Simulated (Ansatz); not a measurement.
System: rock-salt ZrC. Method: PBE-D3(BJ) (Ansatz, a quantum-chemistry and plane-wave program, plane waves, PAW).

Run with plane-wave cutoff 520 eV, 20×20×20 k mesh, Fermi–Dirac smearing 0.05 eV, scalar-relativistic PAW data made under PBE.

Results at a series of volumes:

```
V (Å³/atom)  E − E_lowest (meV/atom)  P (GPa)
-----------  -----------------------  -------
11.989                         37.05    16.31
12.244                         15.93    10.33
12.499                          3.87     4.92
12.754                          0.00     0.02
13.009                          3.55    -4.40
13.264                         13.79    -8.40
13.519                         30.09   -12.02
```

Question: Estimate the bulk modulus from the pressures at 12.499 and 13.009 Å³/atom, and compare it with a fit to all energies.

Answer: B = −V dP/dV. Between V = 12.499 and 13.009 Å³/atom, dP/dV = (-4.40 − (4.92))/(13.009 − 12.499) = -18.3 GPa per Å³/atom; at the midpoint 12.754 Å³/atom this gives B ≈ 233 GPa. The third-order Birch–Murnaghan fit gives V0 = 12.755 Å³/atom, B0 = 232 GPa, B′ = 4.0, which lies within 1 % of that estimate.

Measured, for comparison: bulk modulus 223 GPa (temperature not stated, no zero-point or thermal correction, from single-crystal elastic constants, our sources range from 208 to 223; as tabulated in arXiv:1102.4063); equilibrium volume per atom 12.95 Å³/atom (temperature not stated, no zero-point or thermal correction; as tabulated in Zhang et al. (2018), doi:10.1088/1367-2630/aac7f0). Computed (rounded) less measured: bulk modulus +4 % (+4 % to +12 % over the range), equilibrium volume per atom -1.5 %. A static lattice is as a rule a little smaller and stiffer than an uncorrected measurement, which narrows the difference in the bulk modulus, equilibrium volume per atom and would widen misses of the other sign.

The computed numbers hold no vibrational or temperature effects.
